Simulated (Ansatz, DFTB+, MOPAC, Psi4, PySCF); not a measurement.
Process, species as SMILES: C#CO + C (CH4) → C#C (C2H2) [acetylene] + OC (CH4O) [methanol]

Quantity: bond separation energy (enthalpy at 298 K), in kcal/mol. Terms: SCC-DFTB with the Slater-Koster set that CP2K ships; spin-orbit terms left out; 6-31G* and kin with 6d, 5d where marked; LANL2DZ all-electron up to Ne; frozen cores in correlated levels; non-relativistic; no dispersion term unless named; 6-311+G** with 5d; PM7 with its own dispersion and hydrogen-bond terms. CBS marks a two-point X^-3 extrapolation of the correlation energy; Hartree-Fock from the larger set. First-principles and DFTB rows: single points at B3LYP-D3(BJ) geometries (Ansatz, a first-principles code), with unscaled harmonic terms from B3LYP/6-31G* (Ansatz) at its own minima. Semi-empirical rows: MOPAC heats of formation at their own minima for 298 K.

Measured values: Active Thermochemical Tables 1.112 (ions: stationary electron), as tabulated in the package chemicals; they hold spin-orbit and core effects, anharmonicity. 

Value to compare with, the measured value: 2.3 kcal/mol.

| level | program | bond separation energy (enthalpy at 298 K) (kcal/mol) | error |
|---|---|---|---|
| AM1 | MOPAC | -12.3 | -14.6 |
| PM6 | MOPAC | -2.1 | -4.4 |
| PM7 | MOPAC | -1.4 | -3.7 |
| SCC-DFTB | DFTB+ | 8.4 | 6.1 |
| HF/6-31G* | Ansatz | 2.9 | 0.6 |
| SVWN5/6-31G* | Ansatz | 11.8 | 9.5 |
| PBE/LANL2DZ | Ansatz | 6.5 | 4.2 |
| PBE/def2-SVP | Ansatz | 10.2 | 7.9 |
| BP86/def2-SVP | PySCF | 9.5 | 7.2 |
| BP86/6-31G* (5d) | PySCF | 8.7 | 6.4 |
| B3LYP/3-21G | Ansatz | 12.3 | 10.0 |
| B3LYP/6-31G* | Ansatz | 6.5 | 4.2 |
| M06-2X/6-311+G** | PySCF | 3.7 | 1.4 |
| wB97X-D/6-31G* | Psi4 | 6.5 | 4.2 |
| wB97M-V/def2-TZVPD | Ansatz | 3.2 | 0.9 |
| wB97X-V/def2-TZVPD | Ansatz | 3.3 | 1.0 |
| CCSD(T)/CBS(cc-pVTZ,cc-pVQZ) | Ansatz | 2.0 | -0.3 |

Among the 14 habitual levels, AM1 lies farthest from the measured value (-14.6 kcal/mol) and HF/6-31G* nearest (0.6); 11 of 14 lie above it, and their mean absolute error is 6.0 kcal/mol, the median 5.2. One case shows no general order.

The levels are drawn from those run, B3LYP/6-31G* more often than the rest, none by its result; left out are runs that failed, that the program found above a lower state of the same kind, or whose <S^2> lies over 0.5 above the pure value.
